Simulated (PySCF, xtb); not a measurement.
## Relative energy of two structures of AlBHN

Structure I is a singlet given by its coordinates and structure II is `[B]1=[N][AlH]1`, a singlet. Both are isolated molecules in the gas phase, relaxed with PBE0-D4/def2-SVP.

I (Å):

```yaml
atoms:
  - { symbol: Al, position_ang: [1.0171, 1.4419, -1.1533] }
  - { symbol: B, position_ang: [-0.2596, 0.6186, 0.4344] }
  - { symbol: N, position_ang: [-0.9882, 0.1499, 1.3396] }
  - { symbol: H, position_ang: [-1.5647, -0.2259, 2.0642] }
```

Close contacts (Å): Al1–B2 2.20, B2–N3 1.25, N3–H4 1.00.

II (Å):

```xyz
4

Al    0.6600   -0.6580    0.2882
B    -1.1705    0.1031    0.4225
N    -1.0169   -0.9901   -0.2683
H     2.1855   -1.0354    0.3458
```

Task: Estimate which is lower in electronic energy at CCSD(T)/def2-TZVPP, and by roughly how much.

Result: The CCSD(T)/def2-TZVPP calculation puts structure I lower, by 17.4 kcal/mol.

How the difference moves with the method:

| level | geometry | E(II) − E(I) (kcal/mol) | departure from the last row (kcal/mol) | job, with rough time for the two |
| --- | --- | --- | --- | --- |
| PBE0-D4/def2-SVP | PBE0-D4/def2-SVP | +20.2 | +2.8 | optimisation, 45 s |
| HF/def2-TZVPP | PBE0-D4/def2-SVP | +23.7 | +6.3 | part of the CCSD(T) run |
| MP2/def2-TZVPP | PBE0-D4/def2-SVP | +13.7 | −3.7 | part of the CCSD(T) run |
| CCSD(T)/def2-TZVPP | PBE0-D4/def2-SVP | +17.4 |  | single point, 26 s |

The levels shown agree on the order. The largest departure from CCSD(T)/def2-TZVPP is that of HF/def2-TZVPP, 6.3 kcal/mol. Levels run at GFN2-xTB geometries aren't shown.

With thermal terms from frequencies at re-optimised GFN2-xTB minima (ideal gas, soft modes damped towards free rotors, one conformer each, 298.15 K, 1 atm): the zero-point term adds −3.0 kcal/mol; ΔH is +13.8 and ΔG +14.4 kcal/mol.

The T1 diagnostic of structure II is large, so the coupled-cluster value is less sure. The correlated steps freeze 7 core orbitals. Codes used: PySCF 2.14.0, xtb 6.7.1; the last row on 2 threads of Intel(R) Xeon(R) 6975P-C (Granite Rapids) on a shared host.
